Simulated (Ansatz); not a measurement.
C3H5FO can be A, `C/C(F)=C\O`, or B, `CO/C=C/F`.

Gas-phase electronic energies from Ansatz, PBE0-D4/def2-TZVP geometries. CCSD(T)/CBS is the MP2 limit (def2-TZVPP, def2-QZVPP) plus CCSD(T) − MP2 in def2-TZVPP, frozen cores. Double bonds are as drawn, so ΔE can hold a change between cis and trans. Functionals use def2-TZVPP. One conformer a species, not always the lowest.

(1) Which is lower in electronic energy at CCSD(T)/CBS, and by how much? (Estimate.)

(2) Give E(B) − E(A) in kcal/mol with ωB97M-V, MP2/def2-TZVPP, CCSD(T)/def2-TZVPP, B2PLYP, PBE-D4, PBE0-D4, r2SCAN-D4. (Best estimate.)

Largest T1 diagnostic: 0.012.

Answers

(1) The calculation gave: A, by 14.5 kcal/mol.

(2) The calculation gave: ωB97M-V 14.2, MP2/def2-TZVPP 14.9, CCSD(T)/def2-TZVPP 14.0, B2PLYP 13.7, PBE-D4 14.5, PBE0-D4 14.8, r2SCAN-D4 14.5. None reverses the order clearly.

In def2-TZVPP, CCSD(T) changes the Hartree–Fock value by +1.5 kcal/mol (the triples alone add +0.0 kcal/mol) and MP2 by +2.4 kcal/mol.
